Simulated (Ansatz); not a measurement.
`BS`, relaxed with RKS PBE0-D4/def2-TZVP in Ansatz from a PBE-D4/def2-SVP geometry. The force threshold is 0.005 eV/Å; the program also tests the step.

The species carries charge 0 and has multiplicity 1.

Start:

```xyz
5

B    -0.014   -0.249    0.527
S    -0.717    0.655   -0.831
H    -0.762   -0.433    1.465
H     1.130   -0.646    0.504
H     0.364    0.673   -1.665
```

| step | energy (eV) | largest force (eV/Å) | largest move (Å) |
| --- | --- | --- | --- |
| 1 | -11556.5339 | 0.514 | 0.000 |
| 2 | -11556.5501 | 0.198 | 0.017 |
| 3 | -11556.5518 | 0.061 | 0.010 |
| 4 | -11556.5518 | 0.041 | 0.012 |
| 5 | -11556.5521 | 0.010 | 0.006 |
| 6 | -11556.5521 | 0.006 | 0.000 |
| 7 | -11556.5521 | 0.000 | 0.000 |

End:

```xyz
5

B    -0.016   -0.247    0.524
S    -0.707    0.651   -0.829
H    -0.744   -0.433    1.449
H     1.108   -0.636    0.501
H     0.359    0.664   -1.646
```

Hardware: 2 threads of a server CPU on a shared host. Wall time 4.8 s, peak host memory 0.14 GiB.
